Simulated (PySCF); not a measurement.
Shapes and spin states of C₃

Computed with PySCF, B3LYP, basis C def2-TZVP (no relativity, density fitting).

Relaxations began from a few typed shapes and spin states; open shells are unrestricted. The search is not exhaustive: other isomers or separated fragments can lie lower, and high-lying points may rest on an excited occupation.

| spin | group | bonds | angles | imaginary modes (cm⁻¹) | ΔE (kJ/mol) | ΔE with ZPE (kJ/mol) |
| --- | --- | --- | --- | --- | --- | --- |
| singlet | D∞h | C–C 1.287 Å (×2) | C–C–C 180.0° | none | 0.0 | 0.0 |
| triplet | D3h | C–C 1.363 Å (×3) | C–C–C 60.0° (×3) | none | 77.4 | 79.3 |

The lowest minimum found is the singlet D∞h: C–C 1.287 Å (×2); C–C–C 180.0°.
